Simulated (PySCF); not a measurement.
Lithium: a sound run and one with changed settings

Sound run: Li [He] 2s1, Li⁺ 1s2. Calculation: PySCF 2.14, in jorge-DZP-DKH; scalar relativity by spin-free X2C-1e. The sound run starts from symmetry-adapted Hartree-Fock orbitals and uses a fine grid where one is needed.

Changed run: initial guess 1e, at most 5 SCF cycles. This setting is unsound on purpose.

```csv
species,method,sound run (hartree),changed run (hartree),converged
Li,UHF,-7.43268,-7.43268,no
Li,MN15,-7.48512,-7.48512,no
Li,PBE0,-7.46682,-7.46682,yes
Li⁺,UHF,-7.23672,-7.23672,yes
Li⁺,MN15,-7.29905,-7.29905,yes
Li⁺,PBE0,-7.26231,-7.26231,yes
```

Ionisation energy of Li:

```
method  sound run (eV)  changed run (eV)
  PBE0           5.565             5.565
```

The SCF was stopped early; the energies are upper bounds that still move, and correlated levels were skipped or rest on poor orbitals.

For comparison, NIST gives 5.392 eV between the lowest levels.
